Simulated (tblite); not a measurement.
C6H10 (charge +1 and doublet state).
Bonds: C1–C2 (double), C2–C3, C2–C4, C4–C5, C4–C6. Hydrogens: H7, H8 on C1; H9, H10, H11 on C3; H12, H13 on C5; H14, H15, H16 on C6.

The geometry is computed with GFN2-xTB (gas phase). This method treats the open shell by occupation alone, without spin polarisation.

(1) Give the optimised bond lengths and angles.

Results:

(1) 
| bond | length (bohr) |
| --- | --- |
| C1=C2, C4–C5 | 2.584 |
| C2–C3, C4–C6 | 2.794 |
| C2–C4 | 2.748 |
| C1–H7, C5–H12 | 2.039 |
| C1–H8, C5–H13 | 2.035 |
| C3–H9 and 5 like bonds | 2.061 |

Bonds in one row agree within 0.02 bohr and their mean is given. A selection of angles:
| angle | degrees |
| --- | --- |
| C2–C1–H7 | 120.4 |
| C2–C1–H8 | 123.6 |
| H7–C1–H8 | 115.9 |
| C1–C2–C3 | 119.6 |
| C1–C2–C4 | 121.9 |
| C3–C2–C4 | 118.4 |
| C2–C3–H9 | 110.6 |
| H9–C3–H10 | 105.5 |
| H9–C3–H11 | 108.3 |
| H10–C3–H11 | 109.5 |

Torsions: C1–C2–C4–C5 -16° (synperiplanar). The mirror-image conformer, all signs reversed, is as good.

Of the pairs four or more bonds apart, H8···H13 is among the closest relative to their van der Waals radii: 2.09 Å, 87 % of the sum of Bondi's values. C2 (carbon bonded to 3 C) is planar (angles 121.9°, 119.6° and 118.4°, sum 360.0°, 0.02 Å off the plane of its three neighbours). The 5 C–C bonds span 1.368 Å (C4–C5, drawn single) to 1.479 Å (C4–C6, drawn single), a spread of 0.111 Å. C1 (carbon bonded to C and 2 H) is planar (angles 123.6°, 120.4° and 115.9°, sum 360.0°, 0.01 Å off the plane of its three neighbours).

Point group: C2 (tolerance 0.08 Å). Its GFN2-xTB frequencies are all real (lowest 44 cm⁻¹). Torsions: C1–C2–C4–C5 -16°, C2–C4–C5–H -178° and 0°. 2 starts were optimised and ended at 0.00 and 2.32 kcal/mol (GFN2-xTB); the lowest of these is shown.
